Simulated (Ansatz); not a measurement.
Geometry optimisation, RKS PBE/def2-SVP (Ansatz 0.2.0).

input.yaml

```yaml
crystal:
  periodic: [false, false, false]
  atoms:
    - { symbol: Al, position_ang: [-1.0539, -0.3707, -0.5088] }
    - { symbol: O, position_ang: [0.7423, 0.6895, -1.1342] }
    - { symbol: H, position_ang: [-1.1594, -1.7622, -1.1549] }
    - { symbol: H, position_ang: [-2.2845, 0.5448, -0.4305] }
    - { symbol: H, position_ang: [0.8168, 0.3854, 0.1077] }
    - { symbol: "N", position_ang: [0.3094, -0.1098, 1.2461] }
    - { symbol: H, position_ang: [1.5199, 0.7772, -1.6772] }
    - { symbol: H, position_ang: [0.9312, -0.8, 1.6454] }
    - { symbol: H, position_ang: [0.1783, 0.6455, 1.9064] }
basis:
  gaussian: { orbitals: def2-SVP }
hamiltonian:
  xc: pbe
relax:
  f_tol: 0.15
  max_steps: 25
  restrain:
    - { distance: [0, 5], at: 1.92, k: 30.0 }
    - { distance: [4, 1], at: 0.97, k: 30.0 }
    - { distance: [0, 1], at: 3.17, k: 30.0 }
    - { distance: [4, 5], at: 2.32, k: 30.0 }
```

Command:

```bash
$ ansatz run input.yaml --threads 2 --pin off --max-ram 3072MiB --backend cpu --events-out ev --progress --plain --runs-dir out
```

Task: Where does it end, and by what steps?

Result: It converged. The restraints hold the end off the free minimum. After 7 steps the energy has fallen by 0.185 eV (the restraints' own energy left out); H5 moved furthest, 0.80 Å. Parted: Al1–O2. Joined: O2–H5.

| step | energy less start (eV) | largest force component (eV/Å) | accepted |
| --- | --- | --- | --- |
| 0 | 0.0000 | 3.261 | yes |
| 1 | 0.5158 | 4.863 | yes |
| 2 | 0.4635 | 3.918 | yes |
| 3 | 0.3110 | 1.627 | yes |
| 4 | 0.0045 | 1.238 | yes |
| 5 | -0.1600 | 1.120 | yes |
| 6 | -0.1754 | 1.186 | yes |
| 7 | -0.1845 | 1.123 | yes |

```xyz
9
Properties=species:S:1:pos:R:3
Al -1.236 -0.491 -0.106
O 1.156 1.155 -1.353
H -1.008 -1.802 -0.985
H -2.456 0.529 -0.201
H 1.157 0.888 -0.412
N 0.029 -0.246 1.262
H 1.730 0.480 -1.760
H 0.711 -0.955 1.546
H -0.083 0.442 2.011
```

Whether the end is a true minimum wasn't checked by a vibrational analysis.

Time of the run: 5.8 s on 2 threads of AMD EPYC 9R14 (Zen 4), with other jobs on the host, peak memory 0.14 GiB.
